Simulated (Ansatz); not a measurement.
# C3H9NS: the cost of one run

The runs use Ansatz 0.2.0, Gaussian basis; functionals in def2-TZVPP, the program's frozen cores in correlated methods.

The runs, in order: PBE-D4, r2SCAN-D4, PBE0-D4, B3LYP-D4, ωB97X-V, ωB97M-V, B2PLYP; CCSD(T)/def2-TZVPP; MP2/def2-QZVPP; extrapolation to the limit.

## (1) The relaxed structure

The geometry comes from an earlier relaxation with PBE0-D4 in a triple-zeta def2 set; it is a stationary point, not always the lowest conformer.

14 atoms, charge 0, spin multiplicity 1.

Atoms are counted from 1 here; the program's logs count them from 0.

Bond lengths: C1–S2 1.795 Å, C1–H6 1.092 Å, C1–H7 1.092 Å, C1–H8 1.090 Å, S2–C3 1.842 Å, C3–C4 1.515 Å, C3–N5 1.436 Å, C3–H9 1.094 Å, C4–H10 1.094 Å, C4–H11 1.091 Å, C4–H12 1.091 Å, N5–H13 1.011 Å, N5–H14 1.014 Å. Angles: S2–C1–H6 111.9°, S2–C1–H7 111.3°, S2–C1–H8 107.1°, H6–C1–H7 109.9°, H6–C1–H8 108.1°, H7–C1–H8 108.5°, C1–S2–C3 100.0°, S2–C3–C4 106.6°, S2–C3–N5 116.1°, S2–C3–H9 106.1°, C4–C3–N5 110.4°, C4–C3–H9 109.8°, N5–C3–H9 107.8°, C3–C4–H10 110.5°, C3–C4–H11 111.1°, C3–C4–H12 109.5°, H10–C4–H11 108.1°, H10–C4–H12 108.3° and more.

Geometry (Å):

```xyz
14
C3H9NS
C    -1.41834   -0.50211    1.63223
S     0.32260   -0.61346    1.21013
C     0.25750   -0.09203   -0.55506
C     1.66290   -0.23641   -1.10088
N    -0.24338    1.23072   -0.80392
H    -1.78574    0.52498    1.58001
H    -2.02388   -1.14597    0.99028
H    -1.52111   -0.84619    2.66161
H    -0.40856   -0.80100   -1.05610
H     2.34507    0.44797   -0.58877
H     2.03530   -1.25239   -0.96359
H     1.66748    0.00844   -2.16415
H    -1.20686    1.32849   -0.51233
H     0.30402    1.91978   -0.30075
```

## (2) PBE-D4 (GGA)

File in.yaml:

```yaml
crystal:
  periodic: [false, false, false]
  atoms:
    - {symbol: C, position_ang: [-1.418343, -0.502111, 1.632230]}
    - {symbol: S, position_ang: [0.322601, -0.613461, 1.210133]}
    - {symbol: C, position_ang: [0.257500, -0.092034, -0.555063]}
    - {symbol: C, position_ang: [1.662895, -0.236405, -1.100877]}
    - {symbol: N, position_ang: [-0.243376, 1.230722, -0.803921]}
    - {symbol: H, position_ang: [-1.785739, 0.524977, 1.580013]}
    - {symbol: H, position_ang: [-2.023883, -1.145971, 0.990280]}
    - {symbol: H, position_ang: [-1.521114, -0.846194, 2.661607]}
    - {symbol: H, position_ang: [-0.408560, -0.801001, -1.056103]}
    - {symbol: H, position_ang: [2.345070, 0.447966, -0.588768]}
    - {symbol: H, position_ang: [2.035300, -1.252386, -0.963592]}
    - {symbol: H, position_ang: [1.667480, 0.008436, -2.164152]}
    - {symbol: H, position_ang: [-1.206855, 1.328489, -0.512334]}
    - {symbol: H, position_ang: [0.304022, 1.919776, -0.300754]}
basis:
  gaussian: {orbitals: def2-TZVPP}
hamiltonian: {xc: pbe, dispersion: d4}
output: {forces: true, orbitals: {seedname: orbitals}}
```

Run with:

```console
> ansatz run in.yaml --threads 4 --pin off --events-out ev --progress --plain --max-ram 10444MiB
```

What time and memory should one allow on 4 threads of Arm Neoverse V1, shared host?

About 3.5 s, with a peak of 0.41 GiB.
